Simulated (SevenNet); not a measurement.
hcp Mg was calculated with the machine-learned potential SevenNet-l3i5 (trained on PBE and PBE+U data).

The volume scan:

```csv
V (Å³/atom),E − E_lowest (meV/atom),P (GPa)
21.541,10.48,2.572
21.884,5.74,1.855
22.228,2.48,1.189
22.572,0.60,0.571
22.916,0.00,-0.003
23.259,0.58,-0.536
23.603,2.27,-1.029
23.947,4.97,-1.486
24.291,8.62,-1.911
```

### Question
Estimate the bulk modulus and its pressure derivative from these points.

### Answer
V0 = 22.914 Å³/atom, B0 = 36.8 GPa, B′ = 4.0 (fit to the energies at full precision).

Shape and atoms are relaxed at each volume.

Measured, for comparison: bulk modulus 38.6 GPa (copied from a table, unchecked, extrapolated to 0 K and zero-point effects removed; as tabulated in Lejaeghere et al. (2013), arXiv:1204.2733). Computed (rounded) less measured: bulk modulus not scored (unchecked).

A machine-learned potential is trained on density-functional data: it inherits that level's misses and adds fitting errors of its own.
